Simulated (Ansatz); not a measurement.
Species: CH2, charge 0, triplet. CH2 (SMILES [CH2], triplet).
B3LYP-D3(BJ)/def2-TZVP minimum from Ansatz (an electronic-structure program):
```
C
H 1 1.0782
H 1 1.0782 2 135.03
```
Charge 0, spin multiplicity 3.

Total energies in cc-pVQZ, 6 correlated electrons, 1 frozen orbitals. UHF or UKS for unpaired electrons; spin-orbit terms are left out. Correlated methods leave the cores frozen. No relativity.

| method | program | energy (Eh) | minus CCSDT(Q) (mEh) |
|---|---|---|---|
| HF | Ansatz | -38.94007 | 147.80 |
| MP2 | Ansatz | -39.06590 | 21.96 |
| CCSD | Ansatz | -39.08345 | 4.42 |
| CCSD(T) | Ansatz | -39.08730 | 0.56 |
| CCSDT(Q) | Ansatz | -39.08787 | 0.00 |
